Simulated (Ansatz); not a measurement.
NH5F (SMILES [NH4+].F) (charge +1), singlet: a relaxation.

Input (in.yaml):

```yaml
crystal:
  periodic: [false, false, false]
  atoms:
    - {symbol: N, position_ang: [0.001932, 0.040554, -0.874112]}
    - {symbol: H, position_ang: [-0.034912, 0.034289, 0.186883]}
    - {symbol: H, position_ang: [-0.436135, -0.824408, -1.239571]}
    - {symbol: H, position_ang: [0.990928, 0.072996, -1.181776]}
    - {symbol: H, position_ang: [-0.499666, 0.863289, -1.253622]}
    - {symbol: F, position_ang: [0.153809, -0.280228, 1.781585]}
    - {symbol: H, position_ang: [-0.175957, 0.093608, 2.580512]}
basis:
  gaussian: {orbitals: def2-TZVP}
total_charge: 1
hamiltonian: {xc: pbe0, dispersion: d4}
relax: {f_tol: 0.005, max_steps: 200}
```

Run by:

```bash
ansatz run in.yaml --threads 2 --pin off --events-out ev --progress --plain --max-ram 5222MiB
```

What Ansatz 0.2.0 printed:

```
Functional definition: PBE0
  name "PBE0"
  cite "Adamo & Barone, J. Chem. Phys. 110, 6158 (1999) doi:10.1063/1.478522"
  cite "Perdew, Burke & Ernzerhof, Phys. Rev. Lett. 77, 3865 (1996) doi:10.1103/PhysRevLett.77.3865"
  parent pbe
  parameter a = 0.25
  parameter kappa = 0.804
  parameter beta = 0.06672455060314922
  exchange = (1 - a)*pbe_x(kappa = kappa, mu = beta*pi^2/3) + a*exact_x
  correlation = pbe_c(beta = beta)
531 factors; their error is unknown
mean field evaluation 1: about -4266.0920 eV, gradient 9.5e1 eV
mean field evaluation 2: about -4257.0688 eV, gradient 1.2e2 eV
mean field evaluation 4: about -4279.3588 eV, gradient 5.4e0 eV
mean field evaluation 8: about -4279.4046 eV, gradient 3.3e-2 eV
mean field evaluation 16: about -4279.4093 eV, gradient 1.1e-5 eV
mean field -4279.40925122 eV, -157.2653892944 hartree, gradient 1.1e-5 eV, S^2 0.000000; 0 other end points of the search recorded, 0 dependent functions left out
the calculation of the forces begins
reference -4279.40926757 eV, -157.2653898955 hartree; 10, 10 occupied and 82, 82 virtual orbitals, 531 factors
relax step   1: F+E_penalty+E_count = -4279.43222200 eV  Δ(F+E_penalty+E_count) = +0.000e0 eV  max|allowed force component| = 7.871e-1 eV/Å  Δτ_max = 0.0000 Å  (23 SCF iters, accepted)
these checks for a lower state are left out or cut short: starts, cluster_reference, orbital_swaps, neighbouring_geometries, increment
531 factors; their error is unknown
mean field -4279.43851403 eV, -157.2664646830 hartree, gradient 4.5e-6 eV, S^2 0.000000; 0 other end points of the search recorded, 0 dependent functions left out
the calculation of the forces begins
reference -4279.43853015 eV, -157.2664652755 hartree; 10, 10 occupied and 82, 82 virtual orbitals, 531 factors
relax step   2: F+E_penalty+E_count = -4279.46146341 eV  Δ(F+E_penalty+E_count) = -2.924e-2 eV  max|allowed force component| = 4.045e-1 eV/Å  Δτ_max = 0.0374 Å  (27 SCF iters, accepted)
these checks for a lower state are left out or cut short: starts, cluster_reference, orbital_swaps, neighbouring_geometries, increment
531 factors; their error is unknown
mean field -4279.44792147 eV, -157.2668103999 hartree, gradient 5.1e-6 eV, S^2 0.000000; 0 other end points of the search recorded, 0 dependent functions left out
the calculation of the forces begins
reference -4279.44793746 eV, -157.2668109878 hartree; 10, 10 occupied and 82, 82 virtual orbitals, 531 factors
relax step   3: F+E_penalty+E_count = -4279.47069286 eV  Δ(F+E_penalty+E_count) = -9.229e-3 eV  max|allowed force component| = 5.923e-2 eV/Å  Δτ_max = 0.0499 Å  (27 SCF iters, accepted)
these checks for a lower state are left out or cut short: starts, cluster_reference, orbital_swaps, neighbouring_geometries, increment
531 factors; their error is unknown
mean field evaluation 32: about -4279.4457 eV, gradient 1.5e-2 eV
mean field -4279.45001306 eV, -157.2668872645 hartree, gradient 5.2e-6 eV, S^2 0.000000; 0 other end points of the search recorded, 0 dependent functions left out
the calculation of the forces begins
reference -4279.45002907 eV, -157.2668878528 hartree; 10, 10 occupied and 82, 82 virtual orbitals, 531 factors
relax step   4: F+E_penalty+E_count = -4279.47264481 eV  Δ(F+E_penalty+E_count) = -1.952e-3 eV  max|allowed force component| = 5.614e-2 eV/Å  Δτ_max = 0.0451 Å  (27 SCF iters, accepted)
these checks for a lower state are left out or cut short: starts, cluster_reference, orbital_swaps, neighbouring_geometries, increment
531 factors; their error is unknown
mean field -4279.45052780 eV, -157.2669061810 hartree, gradient 5.4e-6 eV, S^2 0.000000; 0 other end points of the search recorded, 0 dependent functions left out
the calculation of the forces begins
reference -4279.45054379 eV, -157.2669067686 hartree; 10, 10 occupied and 82, 82 virtual orbitals, 531 factors
relax step   5: F+E_penalty+E_count = -4279.47314051 eV  Δ(F+E_penalty+E_count) = -4.957e-4 eV  max|allowed force component| = 2.553e-2 eV/Å  Δτ_max = 0.0248 Å  (27 SCF iters, accepted)
these checks for a lower state are left out or cut short: starts, cluster_reference, orbital_swaps, neighbouring_geometries, increment
531 factors; their error is unknown
mean field -4279.45057278 eV, -157.2669078339 hartree, gradient 5.2e-6 eV, S^2 0.000000; 0 other end points of the search recorded, 0 dependent functions left out
the calculation of the forces begins
reference -4279.45058878 eV, -157.2669084218 hartree; 10, 10 occupied and 82, 82 virtual orbitals, 531 factors
relax step   6: F+E_penalty+E_count = -4279.47317098 eV  Δ(F+E_penalty+E_count) = -3.048e-5 eV  max|allowed force component| = 9.973e-4 eV/Å  Δτ_max = 0.0056 Å  (28 SCF iters, accepted)
531 factors; their error is unknown
mean field evaluation 64: about -4279.4461 eV, gradient 1.9e-1 eV
mean field -4279.45057278 eV, -157.2669078339 hartree, gradient 5.2e-6 eV, S^2 0.000000; 1 other end points of the search recorded, 0 dependent functions left out
the calculation of the forces begins
reference -4279.45058878 eV, -157.2669084218 hartree; 10, 10 occupied and 82, 82 virtual orbitals, 531 factors
Total energy: -4279.47318698 eV, -157.2677388904 hartree
Atom 0 at     0.003604     0.039817    -0.906711 Å, force    -0.000320     0.000429    -0.000019 eV/Å
Atom 1 at    -0.055884     0.062674     0.126327 Å, force    -0.000091     0.000087    -0.000687 eV/Å
Atom 2 at    -0.424211    -0.820981    -1.253181 Å, force     0.000007    -0.000117     0.000145 eV/Å
Atom 3 at     0.985104     0.065178    -1.189867 Å, force     0.000093    -0.000072     0.000343 eV/Å
Atom 4 at    -0.484065     0.844125    -1.304925 Å, force     0.000126    -0.000143    -0.000455 eV/Å
Atom 5 at     0.091805    -0.202692     1.825074 Å, force    -0.000190     0.000312     0.000997 eV/Å
Atom 6 at    -0.116354     0.011979     2.703182 Å, force     0.000376    -0.000496    -0.000325 eV/Å
Dipole moment:    -0.120978     0.187137    -0.766711 e Å
```

The lines “mean field evaluation” count trial sets of orbitals through the whole run, from several starts and some on an approximate energy, so they need not fall steadily or lie above the final value.

The run took about 5.5 s on 2 CPU threads of an Intel Xeon Platinum 8488C (shared host).
